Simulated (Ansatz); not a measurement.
# CH2N2: ionisation energy by level of theory

Aim: the vertical ionisation energy of CH2N2, as cation minus neutral at the neutral's geometry, on several levels, and how well −ε(HOMO) stands in for it.

The runs use Ansatz 0.2.0, Gaussian basis; unrestricted cation, the program's frozen cores in correlated methods.

Plan: UKS PBE-D4/def2-TZVPP; UKS r2SCAN-D4/def2-TZVPP; UKS PBE0-D4/def2-TZVPP; UKS B3LYP-D4/def2-TZVPP; UKS wB97X-V/def2-TZVPP; UKS wB97M-V/def2-TZVPP; UKS B2PLYP/def2-TZVPP; UHF-CCSD(T)/def2-TZVPP; UHF-MP2/def2-QZVPP; extrapolation to the limit; then −ε(HOMO) from the neutral's earlier runs with LDA (SPW92), PBE-D4, revPBE-D4, BLYP-D4, r2SCAN-D4, B97M-V, PBE0-D4, B3LYP-D4, r2SCANh-D4, r2SCAN0-D4, HSE06-D4, BHLYP-D4, CAM-B3LYP-D4, LC-ωPBE, ωB97X-V, ωB97M-V.

### Step 1. Structure used throughout

An earlier PBE0-D4 in a triple-zeta def2 set relaxation fixed the geometry.

SMILES `N#CN`, 5 atoms, charge 0, spin multiplicity 1.

Atoms are counted from 1 here; the program's logs count them from 0.

Bond lengths: N1–C2 1.154 Å, C2–N3 1.335 Å, N3–H4 1.009 Å, N3–H5 1.009 Å. Angles: N1–C2–N3 177.4°, C2–N3–H4 115.2°, C2–N3–H5 115.2°, H4–N3–H5 113.6°.

### Step 2. Cation, UKS PBE-D4/def2-TZVPP

Input file in.yaml:

```yaml
crystal:
  periodic: [false, false, false]
  atoms:
    - {symbol: N, position_ang: [0.456484, -1.285643, 1.337247]}
    - {symbol: C, position_ang: [0.226273, -0.538662, 0.488084]}
    - {symbol: N, position_ang: [0.002624, 0.299221, -0.526994]}
    - {symbol: H, position_ang: [-0.889172, 0.190793, -0.985534]}
    - {symbol: H, position_ang: [0.253692, 1.260691, -0.354203]}
basis:
  gaussian: {orbitals: def2-TZVPP}
total_charge: 1
magnetization: {spin_polarized: true, initial_magnetization: 1}
hamiltonian: {xc: pbe, dispersion: d4}
```

Started as:

```sh
$ ansatz run in.yaml --threads 4 --pin off --events-out ev --progress --plain --max-ram 10444MiB
```

The runs that follow: Cation, UKS r2SCAN-D4/def2-TZVPP; Cation, UKS PBE0-D4/def2-TZVPP; Cation, UKS B3LYP-D4/def2-TZVPP; Cation, UKS wB97X-V/def2-TZVPP; Cation, UKS wB97M-V/def2-TZVPP; Cation, UKS B2PLYP (frozen core)/def2-TZVPP; Cation, UHF-CCSD(T)/def2-TZVPP; Cation, UHF-MP2/def2-QZVPP.

Q: Predict the results of all the runs planned. Wanted: ionisation energy, CCSD(T)/CBS; nearest functional by difference; nearest −ε(HOMO); −ε(HOMO) of PBE; T1 of the cation.

The runs gave:

| quantity | value |
| --- | --- |
| ionisation energy, CCSD(T)/CBS | 11.00 eV |
| nearest functional by difference | B2PLYP (-0.19 eV) |
| nearest −ε(HOMO) | LC-ωPBE (-0.16 eV) |
| −ε(HOMO) of PBE | 6.63 eV |
| T1 of the cation | 0.034 |

**Reading.** Energy differences with functionals land within 0.41 eV of the reference. −ε(HOMO) of PBE misses by 4.4 eV, since self-interaction lifts the level. Among orbital estimates LC-ωPBE comes nearest. Hartree-Fock falls 1.39 eV short, as the neutral has more correlation energy than the cation. The cation's T1 (from the report) is 0.034, near the customary mark of 0.045 for open shells, so the coupled-cluster value is less safe.
